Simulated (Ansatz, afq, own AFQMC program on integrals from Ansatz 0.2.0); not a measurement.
Integrals from Ansatz 0.2.0, then the random walk in our own AFQMC program (afq).

```yaml
crystal:
  periodic: [false, false, false]
  atoms:
    - {symbol: N, position_ang: [0.000000, 0.000000, 0.000000]}
    - {symbol: O, position_ang: [0.000000, 0.000000, 1.402844]}
basis:
  gaussian: {orbitals: 6-31G}
magnetization: {spin_polarized: true, initial_magnetization: 3}
correlation: {method: ccsd_t, electrons: outside_noble_gas, hamiltonian_folder: ham}
```

```sh
$ ansatz run in.yaml --threads 1 --pin off --events-out ev --progress --plain --max-ram 24576MiB --backend cuda --devices 0, --max-vram 18GiB
```

afq runs on the folder ham with

```
--method free --trial cisd --walkers 4000 --time-step 0.03 --max-blocks 4000 --target-error 0.0004 --factor-cut 1e-05 --seed 4448 --times 0,0.21,0.42,0.81,1.2,1.8,2.4,3 --taylor-order 8
```

Times are imaginary, in 1/Eh. The walk had a cap of 61 s.

afq prints:

```
orbitals 16  electrons 7 4  factors 92 of 210
reference energy -129.10319834 Eh
CCSD correlation -0.16111673 Eh in 12 cycles, weight of the determinant in the CISD state 0.9199
repeat  energy at the last time / Eh  error
    10  -129.268879  0.000119
    20  -129.268877  0.000069
    30  -129.268928  0.000053
time / (1/Eh)  energy / Eh  error  mean overlap
  0.00  -129.264296  0.000033  1.0870
  0.21  -129.266617  0.000036  1.0868
  0.42  -129.267629  0.000042  1.0885
  0.81  -129.268361  0.000040  1.0914
  1.20  -129.268695  0.000042  1.0945
  1.80  -129.268830  0.000056  1.0981
  2.40  -129.268905  0.000048  1.1031
  3.00  -129.268950  0.000056  1.1061
energy -129.268950 +/- 0.000056 Eh
```

The run passed its tests (error under three times the target), which doesn't prove that it has relaxed.

Against this walk (error 1.5 meV) on the same determinant: CCSD(T) 32.9 meV higher, CCSDT(Q) 3.1 meV lower, CCSDTQ 2.6 meV lower (within the noise), full CI 3.4 meV lower. The error is statistical, and a free projection of finite length keeps a remainder of its start. The projection is still falling at its last time (meV from the last point: 16.0 ± 1.1 at 0.81, 6.9 ± 1.2 at 1.20, 3.3 ± 1.5 at 1.80, 1.2 ± 1.3 at 2.40, 0.0 ± 1.5 at 3.00), so its energy is a cut-off value, and the gaps above aren't errors of the other methods.

Cautions: remainder of the start not in the error; lower spins were not checked.

The walk took 8.4 s on 1 × NVIDIA H100 80GB HBM3 with 2 threads of AMD EPYC 7R13 Processor (Zen 3), on a shared host (the card was shared). The log's last line is the free-projection energy.

CCSDT and higher add their correlation energy to the determinant of the CCSD(T) run, since their own runs factorise the integrals more tightly (a shift of under 2 meV).
